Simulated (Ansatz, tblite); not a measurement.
**SnCl2: removing and adding an electron**

The task here is to estimate one member of a computed series from the others.

The runs use Ansatz 0.2.0, Gaussian basis; as each input shows.

Plan: charge +1 doublet, at the geometry of the singlet (PBE0-D4/def2-TZVP, PBE-D4/def2-TZVP, r2SCAN-D4/def2-TZVP, CCSD(T)/def2-TZVPP); charge -1 doublet, at the geometry of the singlet (PBE0-D4/def2-TZVPD, PBE-D4/def2-TZVPD, r2SCAN-D4/def2-TZVPD, CCSD(T)/def2-TZVPD); the starting singlet's energies come from earlier runs.

**The structure**

The singlet was relaxed beforehand with PBE-D4/def2-TZVP.

3 atoms, charge 0, spin multiplicity 1.

Atoms are counted from 1 here; the program's logs count them from 0.

Bond lengths: Sn1–Cl2 2.389 Å, Sn1–Cl3 2.389 Å. Angles: Cl2–Sn1–Cl3 99.1°.

Sn takes a core potential in the def2 sets. No spin-orbit coupling is included.

Set-up of the first run:

Contents of in.yaml:

```yaml
crystal:
  periodic: [false, false, false]
  atoms:
    - {symbol: Sn, position_ang: [0.005081, -0.007227, -1.033125]}
    - {symbol: Cl, position_ang: [1.815027, -0.019018, 0.525670]}
    - {symbol: Cl, position_ang: [-1.820108, 0.026245, 0.507455]}
basis:
  gaussian: {orbitals: def2-TZVP}
total_charge: 1
magnetization: {spin_polarized: true, initial_magnetization: 1}
hamiltonian: {xc: pbe0, dispersion: d4}
output: {orbitals: {seedname: orbitals}}
```

The run is started by

```console
$ ansatz run in.yaml --threads 4 --pin off --events-out ev --progress --plain --max-ram 3916MiB
```

Among the steps run: Charge +1 doublet at the fixed geometry, PBE0-D4/def2-TZVP; Charge +1 doublet at the fixed geometry, PBE-D4/def2-TZVP; Charge +1 doublet at the fixed geometry, r2SCAN-D4/def2-TZVP; Charge +1 doublet at the fixed geometry, CCSD(T)/def2-TZVPP; Charge -1 doublet at the fixed geometry, PBE0-D4/def2-TZVPD; Charge -1 doublet at the fixed geometry, PBE-D4/def2-TZVPD; Charge -1 doublet at the fixed geometry, r2SCAN-D4/def2-TZVPD; Charge -1 doublet at the fixed geometry, CCSD(T)/def2-TZVPD.

One of the session's tables, all rows but one given; the rest of the session is left out.

It belongs to the step «Vertical electron affinity». 

```
              method  vertical electron affinity (eV)
       HF/def2-TZVPD                             1.16
   PBE-D4/def2-TZVPD                             1.34
r2SCAN-D4/def2-TZVPD                             1.50
  PBE0-D4/def2-TZVPD                             1.48
      MP2/def2-TZVPD                                ?
     CCSD/def2-TZVPD                             1.42
  CCSD(T)/def2-TZVPD                             1.41
```

Estimate the missing values for MP2/def2-TZVPD.

The run gave: vertical electron affinity (eV): 1.37. In the column «vertical electron affinity (eV)» it lies between PBE-D4/def2-TZVPD (1.34) and CCSD(T)/def2-TZVPD (1.41).

To keep in mind: The anion's highest level is positive in at least one run, so there the basis alone may hold the extra electron.
